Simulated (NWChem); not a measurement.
Species: pyrazine (C$_{4}$H$_{4}$N$_{2}$); SMILES c1nccnc1

All runs: NWChem. Coordinates come from a B3LYP/6-31G* (spherical d) optimisation.

### Question
Taking PBE0/def2-TZVPP as the yardstick, which of these has the fewest basis functions while keeping “highest occupied level (eV)” within 0.1 eV of it: PBE0/def2-TZVP; PBE0/def2-SVP; PBE0/def2-SVPD?

### Answer
PBE0/def2-SVPD.
```tsv
level	basis functions	highest occupied level (eV)	relative time (rough)
PBE0/def2-SVP	104	-7.24	1
PBE0/def2-SVPD	152	-7.40	3
PBE0/def2-TZVP	210	-7.35	4
PBE0/def2-TZVPP	242	-7.36	4
```

The yardstick is one finite set, not the basis-set limit.
